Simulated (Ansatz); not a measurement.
# What a trial cell of Pb3O2 relaxes into

These are results of DFT PBE, scalar-relativistic, plane waves, PAW in Ansatz, not measurements. Cutoff 420 eV, Γ-centred k mesh, Gaussian smearing, no spin polarisation in the final step.

The start is a random cell of Pb3O2 with space group P6mm (No. 183), drawn with lower limits on the distances.

```yaml
crystal:
  lattice:
    - [5.83633, 0.00000, 0.00000]
    - [-2.91816, 5.05441, 0.00000]
    - [0.00000, 0.00000, 4.05896]
  atoms:
    - { symbol: Pb, position: [0.50000, 0.00000, 0.66667] }
    - { symbol: Pb, position: [0.00000, 0.50000, 0.66667] }
    - { symbol: Pb, position: [0.50000, 0.50000, 0.66667] }
    - { symbol: O, position: [0.66667, 0.33333, 0.61180] }
    - { symbol: O, position: [0.33333, 0.66667, 0.61180] }
```

Cell and atoms relax at zero pressure; the relaxation can't lower the symmetry of the start. After a coarse first stage the cell is made exact in the group found at 0.06 Å.

Formation energies are uncorrected and refer to the elements' standard structures at the same level (O₂ as a molecule).

Problem. What does it relax into?

Solution. It keeps P6mm (No. 183). Conventional cell: a = 6.807 Å, c = 3.586 Å. Pb has 2 O at 2.42 Å; around O lie 3 Pb at 2.42 Å and 3 Pb at 2.93 Å.

```cif
data_structure
_symmetry_space_group_name_H-M 'P6mm'
_symmetry_Int_Tables_number 183
_cell_length_a 6.8068
_cell_length_b 6.8068
_cell_length_c 3.5857
_cell_angle_alpha 90.000
_cell_angle_beta 90.000
_cell_angle_gamma 120.000
_cell_volume 143.87
loop_
_atom_site_label
_atom_site_type_symbol
_atom_site_symmetry_multiplicity
_atom_site_Wyckoff_symbol
_atom_site_fract_x
_atom_site_fract_y
_atom_site_fract_z
_atom_site_occupancy
Pb1 Pb 3 c 0.50000 0.00000 0.80265 1
O1 O 2 b 0.66667 0.33333 0.40782 1
```

Problem. What are its volume, energy, density and gap?

Solution. The volume per atom is 28.77 Å³ and the density is 7.54 g/cm³. The energy over the elements is -0.39 eV/atom and the gap on the 6×6×10 mesh is 0 eV (a metal).

The final run used a 6×6×10 mesh on its 5-atom cell and 0.10 eV smearing. For metals, differences of a few meV/atom aren't resolved. Spin–orbit coupling is left out. Symmetry constrained the relaxation, so the result can be a saddle point. The steps took roughly 4 core-minutes in all.